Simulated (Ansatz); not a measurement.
A nudged elastic band was laid between two geometries of C2H5ClO3 (11 atoms, charge 0, multiplicity 1).

All numbers below come from RKS PBE0-D4/6-31G in Ansatz 0.2.0.

```yaml
movable_images: 9
climbing_image: yes
spring: 0.5 eV/Å²
optimiser: quadratic models (default)
start_path: IDPP
force_threshold: 0.05 eV/Å
iteration_limit: 53
end_points: relaxed
```

Image 0:

```xyz
11
Properties=species:S:1:pos:R:3
C -1.184 -0.640 -0.863
O -0.792 0.545 -0.093
C 0.419 0.447 0.557
O 0.504 -0.703 1.299
O 1.540 0.512 -0.277
Cl 0.454 1.990 1.687
H -2.089 -0.336 -1.384
H -1.382 -1.474 -0.189
H -0.400 -0.905 -1.577
H 1.416 -0.859 1.604
H 1.581 1.366 -0.744
```

Image 10:

```xyz
11
Properties=species:S:1:pos:R:3
C -1.433 -0.611 -0.504
O -0.401 0.408 -0.670
C 0.699 0.329 0.118
O 1.245 -0.919 0.152
O 1.625 1.284 -0.191
Cl 0.105 0.740 2.015
H -2.197 -0.349 -1.232
H -1.828 -0.563 0.513
H -1.016 -1.598 -0.709
H 2.032 -0.954 0.725
H 1.234 2.177 -0.198
```

Question: What changes between the two ends?

Answer: No bond is made or broken. The dihedral C1–O2–C3–O5 goes from 73 to 176°.

Question: Give the energies along the band, and the barrier.

Answer: It converged. The highest image is number 3 of 0 to 10, 0.015 eV above the first end and 0.219 eV above the last; the last end lies 0.204 eV below the first. Another band between the same ends (9 images) ends at a top of the same energy, where a vibrational analysis finds 1 clearly imaginary mode. Limits of this set-up: no polarisation functions.

```json
{"image": "0", "path coordinate (Å)": "0.00", "energy (eV)": "0.000", "dihedral C1–O2–C3–O5 (°)": "73"}
{"image": "1", "path coordinate (Å)": "0.29", "energy (eV)": "0.003", "dihedral C1–O2–C3–O5 (°)": "80"}
{"image": "2", "path coordinate (Å)": "0.57", "energy (eV)": "0.010", "dihedral C1–O2–C3–O5 (°)": "90"}
{"image": "3", "path coordinate (Å)": "0.86", "energy (eV)": "0.015", "dihedral C1–O2–C3–O5 (°)": "101"}
{"image": "4", "path coordinate (Å)": "1.21", "energy (eV)": "0.003", "dihedral C1–O2–C3–O5 (°)": "116"}
{"image": "5", "path coordinate (Å)": "1.56", "energy (eV)": "-0.035", "dihedral C1–O2–C3–O5 (°)": "131"}
{"image": "6", "path coordinate (Å)": "1.91", "energy (eV)": "-0.091", "dihedral C1–O2–C3–O5 (°)": "146"}
{"image": "7", "path coordinate (Å)": "2.26", "energy (eV)": "-0.149", "dihedral C1–O2–C3–O5 (°)": "159"}
{"image": "8", "path coordinate (Å)": "2.61", "energy (eV)": "-0.186", "dihedral C1–O2–C3–O5 (°)": "169"}
{"image": "9", "path coordinate (Å)": "2.97", "energy (eV)": "-0.200", "dihedral C1–O2–C3–O5 (°)": "174"}
{"image": "10", "path coordinate (Å)": "3.32", "energy (eV)": "-0.204", "dihedral C1–O2–C3–O5 (°)": "176"}
```

Question: What is the geometry of the highest image?

Answer: 
```xyz
11
Properties=species:S:1:pos:R:3:forces:R:3
C -1.263 -0.687 -0.781 0.00 0.00 0.00
O -0.691 0.540 -0.224 0.00 0.00 -0.01
C 0.494 0.440 0.464 0.00 -0.01 0.00
O 0.705 -0.820 0.957 0.00 0.00 0.00
O 1.614 0.831 -0.264 0.00 0.00 0.00
Cl 0.321 1.701 1.926 0.00 0.00 0.00
H -2.135 -0.344 -1.333 0.00 0.00 0.00
H -1.551 -1.367 0.020 0.00 0.00 0.00
H -0.550 -1.175 -1.450 0.00 0.00 0.00
H 1.608 -0.914 1.311 0.00 0.00 0.00
H 1.513 1.739 -0.604 0.00 0.00 0.00
```

The band took 6 iterations and about 4 core-minutes.

Time of the run: 3.7 min on 1 thread of Intel(R) Xeon(R) Processor @ 2.70GHz (shared host), peak memory 0.17 GiB.
